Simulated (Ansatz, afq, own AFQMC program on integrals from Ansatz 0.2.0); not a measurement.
# SiH, doublet in cc-pVTZ, levels against full CI

| atom | x (Å) | y (Å) | z (Å) |
| --- | --- | --- | --- |
| Si | 0.0000 | 0.0000 | 0.0000 |
| H | 0.0000 | 0.0000 | 3.3870 |

Basis cc-pVTZ. Noble-gas cores (and the filled d shells of Ga–Kr and In–Xe) are frozen. Integrals, coupled cluster, full CI and functionals: Ansatz 0.2.0; the random walks run on the same integrals in our own AFQMC program. The CISD trial takes its coefficients from CCSD amplitudes. Released means that phaseless walkers are propagated on without the constraint, phases kept. Error bars are statistical, one sigma.

Determinant: ROHF, the one that the program's search chose, which needn't be the lowest solution. The geometry is a point of a scan.

Full CI on the same integrals is exact in this basis and with this determinant's frozen core.

Cautions: a spin-contaminated unrestricted determinant lies lower (UHF 2.43 eV lower, ⟨S²⟩ 1.73); the search met a lower determinant of the same kind, perhaps of another symmetry (715 meV lower); strong correlation (T1 0.279, weight of the determinant 0.44, largest double 0.32); the CCSD(T) amplitudes may be one of several solutions (largest double 0.32); the CCSDT(Q) amplitudes may be one of several solutions (largest double 0.61); the CCSDTQ amplitudes may be one of several solutions (largest double 0.62); the released energies are still falling, so no released level is given (meV from the phaseless value at times in 1/Eh: -9 ± 5 at 0.24, -19 ± 4 at 0.51, -22 ± 9 at 0.99, -45 ± 6 at 1.62, -61 ± 7 at 2.40); the ph-AFQMC/CISD walk drifts between its halves (2.1 errors); the next higher spin lies close (full CI puts it 119 meV above).

* T1 diagnostic: 0.2787
* weight of the determinant in the CISD state: 0.442
* size of the correlated space: 5 electrons in 43 orbitals

| level | correlation energy (eV) |
| --- | --- |
| MP2 | -2.7407 |
| CCSD | -4.3913 |
| CCSD(T) | -4.6328 |

Task: Estimate where full CI lies against CCSD(T) on the same integrals.

Result: 11.8 meV below CCSD(T).

Reference: full CI, correlation energy -4.645 eV. The cautions show a poor starting determinant, so the rows tell how each method copes with it here, and full CI is the sure value.

```json
{"level": "CCSD(T)", "E − E(reference) (meV)": "11.8", "share of correlation (%)": "99.75"}
{"level": "CCSDT", "E − E(reference) (meV)": "21.8", "share of correlation (%)": "99.53"}
{"level": "CCSDT(Q)", "E − E(reference) (meV)": "-8.0", "share of correlation (%)": "100.17"}
{"level": "CCSDTQ", "E − E(reference) (meV)": "0.2", "share of correlation (%)": "100.00"}
{"level": "ph-AFQMC/HF", "E − E(reference) (meV)": "1013.4 ± 46.8", "share of correlation (%)": "78.18"}
{"level": "ph-AFQMC/CISD", "E − E(reference) (meV)": "103.0 ± 5.7", "share of correlation (%)": "97.78"}
```

CCSDT and higher add their correlation energy to the determinant of the CCSD(T) run, since their own runs factorise the integrals more tightly (a shift of under 2 meV).
